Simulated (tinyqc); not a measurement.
MP2 on RHF in the sto-6g basis, frozen core, for H2F+, spin multiplicity 1, step by step. One step of it, computed by the program tinyqc.

Task: Orthogonalisation. S = U s U^T; symmetric (Loewdin) form X = U s^(-1/2) U^T, so that X^T S X = 1.

overlap S, lower triangle:
```
           1F 1s     1F 2s    1F 2px     1F 2py    1F 2pz     2H 1s     3H 1s
1F 1s   1.000000
1F 2s   0.232479  1.000000
1F 2px  0.000000  0.000000  1.000000
1F 2py  0.000000  0.000000  0.000000   1.000000
1F 2pz  0.000000  0.000000  0.000000   0.000000  1.000000
2H 1s   0.030870  0.322266  0.000000   0.231143  0.140311  1.000000
3H 1s   0.030870  0.322266  0.000000  -0.231143  0.140311  0.133185  1.000000
```

Give: eigenvalues of S; X.

Result:

eigenvalues of S: 0.5246  0.5998  0.9095  1.0000  1.0799  1.2670  1.6191

X, lower triangle:
```
          1F 1s    1F 2s  1F 2px   1F 2py   1F 2pz    2H 1s   3H 1s
1F 1s    1.0222
1F 2s   -0.1294   1.1090
1F 2px   0.0000   0.0000  1.0000
1F 2py   0.0000   0.0000  0.0000   1.0496
1F 2pz  -0.0038   0.0374  0.0000   0.0000   1.0159
2H 1s    0.0146  -0.1744  0.0000  -0.1395  -0.0745   1.0801
3H 1s    0.0146  -0.1744  0.0000   0.1395  -0.0745  -0.0499  1.0801
```
